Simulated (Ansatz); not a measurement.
Relative stability

Two isomers of C2HS (charge -1), singlet, relaxed at PBE0-D4/def2-TZVPD (vibrations not checked).

A:

```tsv
atom	x (Å)	y (Å)	z (Å)
C1	0.1269	0.6124	1.2946
C2	-0.2322	0.2150	0.1931
S3	-0.7172	-0.3222	-1.2953
H4	0.4380	0.9573	2.2496
```

B:

C1  (-0.021, -0.394, 0.961)
C2  (-0.188, 0.235, -0.172)
S3  (1.378, -0.883, -0.270)
H4  (2.386, -0.034, 0.052)
(Å)

Computed with Ansatz 0.2.0 (basis: def2-TZVPPD); correlated methods freeze the cores. B3LYP uses VWN-RPA correlation.

Q: Which structure is lower at CCSD(T), and by how much? (Judge from chemistry; the value comes from the calculation.)

A: Computed: A, by 65.83 kcal/mol (electronic energy, against the other). By their contacts, A is C₂HS ([CH][C][S]), total charge -1 and B is C₂HS ([C]1[C][SH]1), total charge -1.

All methods give the same order:

```tsv
method	E(B) − E(A) (kcal/mol)
PBE-D4	67.06
r2SCAN-D4	68.09
PBE0-D4	67.70
B3LYP-D4	69.43
wB97M-V	64.17
HF	67.76
MP2	70.21
CCSD	66.79
CCSD(T)	65.83
```

The T1 diagnostic stays at or below 0.018.

Labels in which every atom is bracketed show which atoms are joined, not bond orders.
